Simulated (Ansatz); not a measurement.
We consider 1T (CdI2-type) PbI2, described by rVV10 (Ansatz, a program for electronic structure, PAW).

Rigid layers of the crystal as relaxed at this level are moved apart or together:

```csv
run,k mesh,layer repeat (Å),energy against free layers (meV/Å²),gap on the mesh (eV)
1,12×12×6,6.68,-14.25,1.821
2,12×12×6,6.83,-15.25,1.896
3,12×12×6,6.98,-15.46,1.973
4,12×12×6,7.18,-14.93,2.074
5,12×12×6,7.48,-13.21,2.212
6,12×12×4,7.98,-9.72,2.285
7,12×12×4,8.98,-4.73,2.364
8,12×12×4,10.98,-1.42,2.431
```

The lowest energy of these points lies at a layer repeat of 6.98 Å.

Spin–orbit coupling is not included.
